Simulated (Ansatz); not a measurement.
Basis-set extrapolation for C2H4N2S2, SMILES `NC(=S)C(N)=S` (PBE0-D4/def2-TZVP geometry, frozen core, Ansatz). Multiplicity 1, RHF reference.

```
                      def2-TZVPP   def2-QZVPP
                 HF  -982.125935  -982.156291
    MP2 correlation    -1.078121    -1.159262
CCSD(T) correlation    -1.169407      not run
```

Energies in hartree. Use E(X) = E(∞) + A·exp(−7.88·√X) for Hartree–Fock and E(X) = E(∞) + B·X^(−2.97) for correlation, with X = 3 and 4, and add CCSD(T) minus MP2 of the smaller set to the MP2 limit.

What is the CCSD(T) energy at the basis-set limit?

HF limit: -982.156291 + (-0.030356) × 0.13774 = -982.16047. MP2 limit: -1.159262 + (-0.081141) × 0.74074 = -1.21937. Higher-order term: -1.169407 − (-1.078121) = -0.09129. Total: -983.47113 hartree, 110.3 kcal/mol below CCSD(T)/def2-TZVPP.
